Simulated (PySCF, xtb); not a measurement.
Homolysis of single bonds, series Si F-H. Isolated molecules, 0 K electronic values unless said otherwise. Strings in code marks are SMILES.

Quantity: homolytic bond dissociation enthalpy at 298 K (no spin–orbit term), in eV. Thermal and zero-point terms are GFN2-xTB rigid-rotor harmonic values (xtb).

Level 1: PBE-D3(BJ)/def2-TZVP // B3LYP-D3(BJ)/def2-TZVP (PySCF)
Level 2: M06-2X/6-31G* // B3LYP-D3(BJ)/def2-TZVP (PySCF)
Level 3: PBE/6-31G* // B3LYP-D3(BJ)/def2-TZVP (PySCF)
Level 4: frozen-core MP2/6-31G* // B3LYP-D3(BJ)/def2-TZVP (PySCF)

```tsv
species	level 2	level 3	level 4
F–Si bond of `F[SiH](F)F`, giving `F[SiH]F` and `[F]`	7.01	6.97	7.11
F–Si bond of `F[Si](F)(F)F`, giving `F[Si](F)F` and `[F]`	7.03	6.96	7.10
F–Si bond of `F[SiH3]`, giving `[F]` and `[SiH3]`	6.32	6.35	6.39
F–Si bond of `F[SiH2]F`, giving `F[SiH2]` and `[F]`	6.79	6.79	6.89
```

Q: What does level 1 give for each?

A: 
- F–Si bond of `F[SiH](F)F`, giving `F[SiH]F` and `[F]`: 6.95
- F–Si bond of `F[Si](F)(F)F`, giving `F[Si](F)F` and `[F]`: 6.92
- F–Si bond of `F[SiH3]`, giving `[F]` and `[SiH3]`: 6.46
- F–Si bond of `F[SiH2]F`, giving `F[SiH2]` and `[F]`: 6.81
